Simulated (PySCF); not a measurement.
F2H2P2.
Bonds: F1–P2, P2–F3, P2–P4. Hydrogens: H5, H6 on P4.

Level: PBE0/pcSseg-1 and CAM-B3LYP/def2-SVPD in PySCF, non-relativistic, on one gas-phase PBE0-D3(BJ)/def2-SVP geometry that isn't relaxed in the solvent. The solvent is an IEF-PCM continuum (Bondi radii, 1.10 Å for H, scaled by 1.2). Only the electrostatic response of the medium enters.

Gas phase at PBE0/pcSseg-1: HOMO -7.40 eV, LUMO -0.73 eV, dipole 2.21 D.

Question: What does the continuum do to the energy, the frontier levels and the dipole at PBE0/pcSseg-1 in acetone?

Answer: 
| solvent | ε | E(solvent) − E(gas) (kcal/mol) | polarisation term (kcal/mol) | distortion of the solute (kcal/mol) | HOMO (eV) | LUMO (eV) | dipole (D) |
| --- | --- | --- | --- | --- | --- | --- | --- |
| acetone | 20.49 | -3.85 | -4.53 | 0.68 | -7.16 | -0.45 | 2.91 |

The first energy column is the sum of the next two and covers electrostatics alone.

Question: Which radius a makes the point-dipole formula ΔE = −[(ε − 1)/(2ε + 1)]·μ²/a³ give the value in acetone, with the gas-phase dipole?

Answer: μ = 0.870 au and |ΔE| = 0.00614 Eh give a = 2.04 Å; the farthest nucleus lies 2.03 Å from the centroid of the nuclei. The formula assumes a rigid point dipole at the centre of a sphere.

Question: Which IAO charges (PBE0/pcSseg-1) respond most in acetone (means over atoms taken as equivalent)?

Answer: 
```csv
atoms,environment,gas (e),solvent (e),change
P4,three-coordinate phosphorus,-0.007,-0.038,-0.031
H5/H6,P–H hydrogen,-0.002,+0.020,+0.022
F1/F3,phosphorus-bound fluorine,-0.480,-0.491,-0.011
P2,three-coordinate phosphorus,+0.970,+0.980,+0.010
```

Question: Which Mayer bond orders change most in acetone?

Answer: 
| bond | length (Å) | gas | solvent | change |
| --- | --- | --- | --- | --- |
| P2–F3 | 1.614 | 0.892 | 0.873 | -0.019 |
| F1–P2 | 1.614 | 0.891 | 0.873 | -0.018 |
| P2–P4 | 2.239 | 1.000 | 1.011 | +0.011 |
| P4–H5 | 1.432 | 0.924 | 0.927 | +0.003 |
| P4–H6 | 1.432 | 0.924 | 0.926 | +0.002 |

Gas phase at CAM-B3LYP/def2-SVPD: HOMO -8.68 eV, LUMO 0.22 eV, dipole 2.09 D.

Question: What does the continuum do to the energy, the frontier levels and the dipole at CAM-B3LYP/def2-SVPD in acetone?

Answer: 
```json
{"solvent": "acetone", "ε": "20.49", "E(solvent) − E(gas) (kcal/mol)": "-3.29", "polarisation term (kcal/mol)": "-3.97", "distortion of the solute (kcal/mol)": "0.68", "HOMO (eV)": "-8.43", "LUMO (eV)": "0.47", "dipole (D)": "2.85"}
```

Question: How does the static polarisability (CAM-B3LYP/def2-SVPD, frozen core, with the continuum's full static response) change?

Answer: 
```tsv
medium	isotropic (au)	principal values (au)	⟨r²⟩ of the electrons (bohr²)
gas	55.1	46.0, 48.3, 70.9	464.7
acetone	77.3	64.1, 66.6, 101.1	464.7
```

The isotropic value in acetone is 1.40 times the gas-phase one; no cavity-field correction is applied. ⟨r²⟩ is taken about the centre of nuclear charge.

The values belong to the conformer `[F:1][P:2]([F:3])[PH2:4]`: H–P4–P2–F1 174°, H–P4–P2–F1 81°.
